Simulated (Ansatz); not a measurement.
# SiH2O+ (doublet): wave-function methods side by side, cc-pVDZ

How much of the correlation energy of SiH2O+ (doublet) does each wave-function method recover here?

Computed with Ansatz 0.2.0, Gaussian basis. Level: cc-pVDZ, core rule «outside noble gas», up to 6 orbitals frozen.

To be run: UHF; CCSD(T) on ROHF; CCSD(T) on UHF; BCCD(T) on ROHF; CISD; CCSDT(Q) on ROHF; CCSDT(Q) on UHF.

38 further runs of the same task are left out: 14 for a known fault of the program, 11 that didn't finish, 13 set aside as unsound or not needed.

## Step 1: The geometry

The geometry is a PBE0/def2-TZVP stationary point (not a proven minimum) of the parent state, kept for this charge and spin.

4 atoms, charge 1, spin multiplicity 2.

Atoms are counted from 1 here; the program's logs count them from 0.

Bond lengths: Si1–O2 1.654 Å, Si1–H3 1.497 Å, O2–H4 0.960 Å. Angles: O2–Si1–H3 116.3°, Si1–O2–H4 116.5°.

In the tables R marks a restricted open-shell determinant and U an unrestricted one; energies count from the table's Hartree-Fock row.

## Step 2: UHF

Input file in.yaml:

```yaml
crystal:
  periodic: [false, false, false]
  atoms:
    - {symbol: Si, position_ang: [0.025157, -0.096377, 0.597723]}
    - {symbol: O, position_ang: [-0.094714, 0.094069, -1.040960]}
    - {symbol: H, position_ang: [0.079727, 1.161161, 1.408550]}
    - {symbol: H, position_ang: [0.722716, 0.031127, -1.540129]}
basis:
  gaussian: {orbitals: cc-pVDZ}
total_charge: 1
magnetization: {spin_polarized: true, initial_magnetization: 1}
hamiltonian: {xc: hf}
output: {orbitals: {seedname: orbitals}}
```

Launch:

```bash
$ ansatz run in.yaml --threads 1 --pin off --events-out ev --progress --plain --max-ram 2393MiB
```

Standard output:

```text
Functional definition: HF
  name "HF"
  cite "Fock, Z. Phys. 61, 126 (1930) doi:10.1007/BF01340294"
  parent pbe
  exchange = exact_x
  correlation = 0
398 factors; integrals over basis functions are off by at most 1.3e-3 eV
mean field evaluation 1: about -9914.0775 eV, gradient 4.6e1 eV
mean field evaluation 2: about -9914.1201 eV, gradient 4.6e1 eV
mean field evaluation 4: about -9922.3851 eV, gradient 3.0e0 eV
mean field evaluation 8: about -9922.5284 eV, gradient 1.8e-1 eV
mean field evaluation 16: about -9911.2133 eV, gradient 4.5e1 eV
mean field evaluation 32: about -9919.6914 eV, gradient 1.6e0 eV
mean field evaluation 64: about -9922.3542 eV, gradient 3.0e0 eV
mean field -9922.52950331 eV, -364.6462335145 hartree, gradient 5.1e-5 eV, S^2 0.764210; 0 other end points of the search recorded, 0 dependent functions left out
reference -9922.52950331 eV, -364.6462335145 hartree; 12, 11 occupied and 30, 31 virtual orbitals, 398 factors
Total energy: -9922.52950331 eV, -364.6462335145 hartree
```

Run time: 0.42 s. Hardware: 1 thread of Arm Neoverse V1, shared host.

From the report: ⟨S²⟩ of the determinant 0.764 (pure doublet: 0.75).

## Step 3: CCSD(T) on ROHF

in.yaml, as its differences from that of step 2:

```diff
@@ -10,4 +10,3 @@
 total_charge: 1
-magnetization: {spin_polarized: true, initial_magnetization: 1}
-hamiltonian: {xc: hf}
-output: {orbitals: {seedname: orbitals}}
+magnetization: {spin_polarized: false, initial_magnetization: 1}
+correlation: {method: ccsd_t, electrons: outside_noble_gas}
```

Same command.

Standard output, cut to the lines that bear on the results:

```text
Functional definition: HF
  name "HF"
  cite "Fock, Z. Phys. 61, 126 (1930) doi:10.1007/BF01340294"
  parent pbe
[...]
398 factors; integrals over basis functions are off by at most 1.3e-3 eV
[...]
mean field -9922.43864376 eV, -364.6428944878 hartree, gradient 2.7e-6 eV, S^2 0.750000; 2 other end points of the search recorded, 0 dependent functions left out
[...]
determinant -9922.43864376 eV, -364.6428944878 hartree, with singles and doubles -9929.84146281 eV, -364.9149430699 hartree
determinant -9919.43465949 eV, -364.5325001018 hartree, with singles and doubles -9927.33663245 eV, -364.8228922522 hartree
6 core orbitals not correlated: weight in the atoms' cores, before any rotation towards them, 1.000 or more for the frozen orbitals, at most 0.000 for the correlated occupied ones
reference -9922.43864376 eV, -364.6428944878 hartree; 6, 5 occupied and 30, 31 virtual orbitals, 398 factors
second order -6.87148897 eV of doubles, -0.04167459 eV of singles
cycle   1  -7.40431228 eV  change   -1.5e-3 eV  update   1.9e-3
[...]
cycle   7  -7.40561665 eV  change    1.6e-7 eV  update   1.2e-5
perturbative correction -0.19707221 eV, -0.0072422700 hartree
Total energy: -9930.04133262 eV, -364.9222881499 hartree
```

Wall time 1.6 s (1 thread of Arm Neoverse V1, shared host).

From the report: correlation -7.6027 eV; T1 0.032; largest double amplitude 0.03.

## Step 4: CCSD(T) on UHF

in.yaml, as its differences from that of step 3:

```diff
@@ -10,3 +10,3 @@
 total_charge: 1
-magnetization: {spin_polarized: false, initial_magnetization: 1}
+magnetization: {spin_polarized: true, initial_magnetization: 1}
 correlation: {method: ccsd_t, electrons: outside_noble_gas}
```

Same command.

Standard output, cut to the lines that bear on the results:

```text
Functional definition: HF
  name "HF"
  cite "Fock, Z. Phys. 61, 126 (1930) doi:10.1007/BF01340294"
  parent pbe
[...]
398 factors; integrals over basis functions are off by at most 1.3e-3 eV
[...]
mean field -9922.52950331 eV, -364.6462335145 hartree, gradient 2.3e-6 eV, S^2 0.764210; 1 other end points of the search recorded, 0 dependent functions left out
determinant -9922.52950331 eV, -364.6462335145 hartree, with singles and doubles -9929.84544698 eV, -364.9150894856 hartree
determinant -9919.74020625 eV, -364.5437287383 hartree, with singles and doubles -9927.30812430 eV, -364.8218445967 hartree
6 core orbitals not correlated: weight in the atoms' cores, before any rotation towards them, 1.000 or more for the frozen orbitals, at most 0.000 for the correlated occupied ones
reference -9922.52950331 eV, -364.6462335145 hartree; 6, 5 occupied and 30, 31 virtual orbitals, 398 factors
second order -6.84341066 eV of doubles, -0.00000000 eV of singles
cycle   1  -7.31696542 eV  change   -1.0e-3 eV  update   1.7e-3
[...]
cycle   9  -7.31803837 eV  change   -2.9e-7 eV  update   6.6e-6
perturbative correction -0.19428514 eV, -0.0071398471 hartree
Total energy: -9930.04182681 eV, -364.9223063113 hartree
```

Run time: 1.7 s. Hardware: 1 thread of Arm Neoverse V1, shared host.

From the report: ⟨S²⟩ of the determinant 0.764 (pure doublet: 0.75); correlation -7.5123 eV; T1 0.025; largest double amplitude 0.03.

## Step 5: BCCD(T) on ROHF

in.yaml, as its differences from that of step 4:

```diff
@@ -10,3 +10,3 @@
 total_charge: 1
-magnetization: {spin_polarized: true, initial_magnetization: 1}
-correlation: {method: ccsd_t, electrons: outside_noble_gas}
+magnetization: {spin_polarized: false, initial_magnetization: 1}
+correlation: {method: bccd_t, electrons: outside_noble_gas}
```

The command is unchanged.

Standard output, cut to the lines that bear on the results:

```text
Functional definition: HF
  name "HF"
  cite "Fock, Z. Phys. 61, 126 (1930) doi:10.1007/BF01340294"
  parent pbe
[...]
398 factors; integrals over basis functions are off by at most 1.3e-3 eV
[...]
mean field -9922.43864376 eV, -364.6428944878 hartree, gradient 2.7e-6 eV, S^2 0.750000; 2 other end points of the search recorded, 0 dependent functions left out
[...]
determinant -9922.43864376 eV, -364.6428944878 hartree, with singles and doubles -9929.84146281 eV, -364.9149430699 hartree
determinant -9919.43465949 eV, -364.5325001018 hartree, with singles and doubles -9927.33663245 eV, -364.8228922522 hartree
6 core orbitals not correlated: weight in the atoms' cores, before any rotation towards them, 1.000 or more for the frozen orbitals, at most 0.000 for the correlated occupied ones
reference -9922.43864376 eV, -364.6428944878 hartree; 6, 5 occupied and 30, 31 virtual orbitals, 398 factors
second order -6.87148897 eV of doubles, -0.04167459 eV of singles
cycle   1  -7.37633036 eV  change    2.6e-2 eV  update   1.7e-2
[...]
cycle  10  -7.38023782 eV  change    1.1e-5 eV  update   1.2e-5
perturbative correction -0.22471716 eV, -0.0082582032 hartree
Total energy: -9930.04359874 eV, -364.9223714282 hartree
```

Wall time 1.8 s (1 thread of Arm Neoverse V1, shared host).

From the report: correlation -7.6050 eV; largest double amplitude 0.03.

## Step 6: CISD

in.yaml, as its differences from that of step 5:

```diff
@@ -11,2 +11,2 @@
 magnetization: {spin_polarized: false, initial_magnetization: 1}
-correlation: {method: bccd_t, electrons: outside_noble_gas}
+correlation: {active_space: {ras: {orbitals: [5, 1, 30], electrons: 11, max_holes: 2, max_particles: 2}, fixed_orbitals: true}}
```

Launched as before.

Standard output:

```text
Functional definition: HF
  name "HF"
  cite "Fock, Z. Phys. 61, 126 (1930) doi:10.1007/BF01340294"
  parent pbe
  exchange = exact_x
  correlation = 0
398 factors; integrals over basis functions are off by at most 1.3e-3 eV
mean field evaluation 1: about -9914.0416 eV, gradient 6.4e1 eV
mean field evaluation 2: about -9914.0834 eV, gradient 6.4e1 eV
mean field evaluation 4: about -9922.0545 eV, gradient 9.4e0 eV
mean field evaluation 8: about -9922.4319 eV, gradient 7.5e-1 eV
mean field evaluation 16: about -9922.4386 eV, gradient 2.7e-6 eV
mean field evaluation 32: about -9911.2220 eV, gradient 6.8e1 eV
mean field -9922.43864376 eV, -364.6428944878 hartree, gradient 2.7e-6 eV, S^2 0.750000; 1 other end points of the search recorded, 0 dependent functions left out
reference -9922.43864376 eV, -364.6428944878 hartree; 12, 11 occupied and 30, 31 virtual orbitals, 398 factors
state -9929.32543776 eV, -364.8959794990 hartree
Total energy: -9929.32543776 eV, -364.8959794990 hartree
```

It took 2 s on 1 thread of Arm Neoverse V1, shared host.

From the report: 59,286 determinants.

## Step 7: CCSDT(Q) on ROHF

in.yaml, as its differences from that of step 6:

```diff
@@ -11,2 +11,2 @@
 magnetization: {spin_polarized: false, initial_magnetization: 1}
-correlation: {active_space: {ras: {orbitals: [5, 1, 30], electrons: 11, max_holes: 2, max_particles: 2}, fixed_orbitals: true}}
+correlation: {method: ccsdt_q, electrons: outside_noble_gas}
```

Launched as before.

Standard output, cut to the lines that bear on the results:

```text
Functional definition: HF
  name "HF"
  cite "Fock, Z. Phys. 61, 126 (1930) doi:10.1007/BF01340294"
  parent pbe
[...]
757 factors; integrals over basis functions are off by at most 1.5e-7 eV
[...]
mean field -9922.43872214 eV, -364.6428973680 hartree, gradient 2.9e-6 eV, S^2 0.750000; 2 other end points of the search recorded, 0 dependent functions left out
[...]
determinant -9922.43872214 eV, -364.6428973680 hartree, with singles and doubles -9929.84154217 eV, -364.9149459866 hartree
determinant -9919.43473850 eV, -364.5325030055 hartree, with singles and doubles -9927.33671063 eV, -364.8228951251 hartree
6 core orbitals not correlated: weight in the atoms' cores, before any rotation towards them, 1.000 or more for the frozen orbitals, at most 0.000 for the correlated occupied ones
reference -9922.43872214 eV, -364.6428973680 hartree; 6, 5 occupied and 30, 31 virtual orbitals, 757 factors
second order -6.87152017 eV of doubles, -0.04167460 eV of singles
cycle   1  -7.05418973 eV  change   -1.4e-1 eV  update   9.6e-2
[...]
cycle  20  -7.62450407 eV  change   -5.2e-7 eV  update   6.1e-7
perturbative correction -0.01834467 eV, -0.0006741543 hartree
Total energy: -9930.08157088 eV, -364.9237668788 hartree
```

It took 38 s on 1 thread of Arm Neoverse V1, shared host; peak memory 0.38 GiB.

From the report: correlation -7.6428 eV; T1 0.033; largest double amplitude 0.04.

## Step 8: CCSDT(Q) on UHF

in.yaml, as its differences from that of step 7:

```diff
@@ -10,3 +10,3 @@
 total_charge: 1
-magnetization: {spin_polarized: false, initial_magnetization: 1}
+magnetization: {spin_polarized: true, initial_magnetization: 1}
 correlation: {method: ccsdt_q, electrons: outside_noble_gas}
```

The command is unchanged.

Standard output, cut to the lines that bear on the results:

```text
Functional definition: HF
  name "HF"
  cite "Fock, Z. Phys. 61, 126 (1930) doi:10.1007/BF01340294"
  parent pbe
[...]
757 factors; integrals over basis functions are off by at most 1.5e-7 eV
[...]
mean field -9922.52958176 eV, -364.6462363977 hartree, gradient 2.2e-6 eV, S^2 0.764210; 1 other end points of the search recorded, 0 dependent functions left out
determinant -9922.52958176 eV, -364.6462363977 hartree, with singles and doubles -9929.84552663 eV, -364.9150924127 hartree
determinant -9919.74028766 eV, -364.5437317300 hartree, with singles and doubles -9927.30820543 eV, -364.8218475782 hartree
6 core orbitals not correlated: weight in the atoms' cores, before any rotation towards them, 1.000 or more for the frozen orbitals, at most 0.000 for the correlated occupied ones
reference -9922.52958176 eV, -364.6462363977 hartree; 6, 5 occupied and 30, 31 virtual orbitals, 757 factors
second order -6.84344142 eV of doubles, -0.00000000 eV of singles
cycle   1  -6.98226634 eV  change   -1.4e-1 eV  update   9.4e-2
[...]
cycle  20  -7.53390418 eV  change   -5.2e-7 eV  update   7.4e-7
perturbative correction -0.02322956 eV, -0.0008536706 hartree
Total energy: -9930.08671550 eV, -364.9239559402 hartree
```

It took 34 s on 1 thread of Arm Neoverse V1, shared host; peak memory 0.33 GiB.

From the report: ⟨S²⟩ of the determinant 0.764 (pure doublet: 0.75); correlation -7.5571 eV; T1 0.026; largest double amplitude 0.04.

## Step 9: The ladder

The yardstick is UCCSDT(Q), where the cluster series has nearly closed. Rows without a time come out of other runs: HF, MP2 and CCSD of CCSD(T), CCSDT of CCSDT(Q).

Differences are taken before rounding.

| method | energy from the lowest RHF (kJ/mol) | from UCCSDT(Q) (kJ/mol) | time |
| --- | --- | --- | --- |
| RHF | 0.0 | +737.9 |  |
| UHF | -8.8 | +729.2 |  |
| RMP2 | -667.0 | +70.9 |  |
| UMP2 | -669.1 | +68.9 |  |
| CISD | -664.5 | +73.5 | 2 s |
| RCCSD | -714.5 | +23.4 |  |
| UCCSD | -714.8 | +23.1 |  |
| RCCSD(T) | -733.5 | +4.4 | 1.6 s |
| UCCSD(T) | -733.6 | +4.3 | 1.7 s |
| BCCD(T) | -733.8 | +4.2 | 1.8 s |
| RCCSDT | -735.7 | +2.3 |  |
| UCCSDT | -735.7 | +2.2 |  |
| RCCSDT(Q) | -737.4 | +0.5 | 38 s |
| UCCSDT(Q) | -737.9 | 0 | 34 s |

Among the levels timed on like hardware and quicker than the yardstick, those that no quicker one beats, quickest first: RCCSD(T) (1.6 s, +4.4 kJ/mol); UCCSD(T) (1.7 s, +4.3 kJ/mol); BCCD(T) (1.8 s, +4.2 kJ/mol).

## Step 10: Results

| quantity | value |
| --- | --- |
| UCCSDT(Q) below the RHF energy | -7.6481 eV |
| RMP2 from UCCSDT(Q) | +70.9 kJ/mol |
| UMP2 from UCCSDT(Q) | +68.9 kJ/mol |
| RCCSD from UCCSDT(Q) | +23.4 kJ/mol |
| RCCSD(T) from UCCSDT(Q) | +4.4 kJ/mol |
| UCCSD(T) from UCCSDT(Q) | +4.3 kJ/mol |
| RCCSDT(Q) from UCCSDT(Q) | +0.5 kJ/mol |
| levels within 1 kcal/mol (43 meV) | BCCD(T), RCCSDT, UCCSDT, RCCSDT(Q) |
| T1 diagnostic | 0.032 |

RCCSD(T) misses by +4.4 kJ/mol, 0.6 % of the correlation energy. These misses are within one basis, not against nature; the frozen cores of restricted and unrestricted runs differ, which can shift their rows.

For cost: BCCD(T) gets within 4.2 kJ/mol in 1.8 s, where UCCSDT(Q) took 34 s; the quickest level in the cost chart, RCCSD(T), takes 1.6 s and misses by 4.4 kJ/mol.
